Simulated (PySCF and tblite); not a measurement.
The numbers below are computed, except where a source is named.
C6H14, numbered as in [CH3:1][CH2:2][CH2:3][CH2:4][CH2:5][CH3:6]. Conformers came from 150 starts (ETKDG, MMFF94s, GFN2-xTB); geometries are GFN2-xTB. Weights use PBE0-D3(BJ)/pcSseg-1 energies plus GFN2-xTB zero-point and thermal terms (plain harmonic). Symmetry numbers and mirror images are counted. Conformers within 4 kcal/mol (GFN2-xTB free energy) were kept, 10 at most. GIAO shieldings: PBE0/pcSseg-1. Shifts are against TMS (¹H), TMS (¹³C) at the same level. (PySCF 2.14, tblite 0.8.)

Torsions listed: C1–C2–C3–C4, C2–C3–C4–C5, C3–C4–C5–C6. Of a mirror pair one member is shown.

| conformer | shape | point group | mirror pair | ΔE(DFT) | Δ(G−E) at 800 K | δ C3/C4 (ppm) |
| --- | --- | --- | --- | --- | --- | --- |
| 1 | 180°, 180°, 180° | C2h | no | 0.00 | 0.00 | 38.7 |
| 2 | 175°, 67°, 175° | C2 | yes | 0.46 | 0.08 | 37.1 |
| 3 | -67°, -175°, -179° | C1 | yes | 0.46 | 0.04 | 35.9 |
| 4 | 62°, 63°, 174° | C1 | yes | 0.67 | 0.51 | 32.6 |
| 5 | -62°, -59°, -62° | C2 | yes | 0.86 | 1.32 | 28.0 |
| 6 | -66°, -170°, -66° | C2 | yes | 0.96 | 0.33 | 33.6 |
| 7 | -69°, 180°, 69° | Ci | no | 1.06 | -0.33 | 32.6 |
| 8 | 65°, -99°, 180° | C1 | yes | 2.48 | 0.89 | 34.4 |
| 9 | 174°, 65°, -99° | C1 | yes | 2.59 | 0.94 | 36.4 |
| 10 | -65°, 101°, 75° | C1 | yes | 3.10 | 1.33 | 31.4 |

Energies in kcal/mol; the thermal term leaves out symmetry numbers and mirror images.

Question: Work out the weights at 800 K and the ¹³C shift of C3/C4 under fast exchange.

Answer: RT = 1.590 kcal/mol. Each conformer gets RT ln(σ/g), with σ the rotational symmetry number and g = 2 for a mirror pair: 1: σ = 2, g = 1, G = 0.00 + 0.00 + 1.10 = 1.10, 1.70 above the lowest, exp(−ΔG/RT) = 0.344; 2: σ = 2, g = 2, G = 0.46 + 0.08 + 0.00 = 0.54, 1.13 above the lowest, exp(−ΔG/RT) = 0.491; 3: σ = 1, g = 2, G = 0.46 + 0.04 − 1.10 = -0.59, 0.00 above the lowest, exp(−ΔG/RT) = 1.000; 4: σ = 1, g = 2, G = 0.67 + 0.51 − 1.10 = 0.08, 0.67 above the lowest, exp(−ΔG/RT) = 0.655; 5: σ = 2, g = 2, G = 0.86 + 1.32 + 0.00 = 2.18, 2.78 above the lowest, exp(−ΔG/RT) = 0.174; 6: σ = 2, g = 2, G = 0.96 + 0.33 + 0.00 = 1.29, 1.89 above the lowest, exp(−ΔG/RT) = 0.305; 7: σ = 1, g = 1, G = 1.06 − 0.33 + 0.00 = 0.73, 1.32 above the lowest, exp(−ΔG/RT) = 0.435; 8: σ = 1, g = 2, G = 2.48 + 0.89 − 1.10 = 2.27, 2.87 above the lowest, exp(−ΔG/RT) = 0.165; 9: σ = 1, g = 2, G = 2.59 + 0.94 − 1.10 = 2.42, 3.02 above the lowest, exp(−ΔG/RT) = 0.150; 10: σ = 1, g = 2, G = 3.10 + 1.33 − 1.10 = 3.33, 3.92 above the lowest, exp(−ΔG/RT) = 0.085. The sum is 3.804, so the weights are 9.0, 12.9, 26.3, 17.2, 4.6, 8.0, 11.4, 4.3, 3.9, 2.2 %. The averaged shift is 34.7 ppm. At 298.15 K it is 35.4 ppm. At 298.15 K the leading conformer alone gives 35.9 ppm and bare DFT energies give 35.7 ppm.

For its torsions the set is small; conformers may be missing.
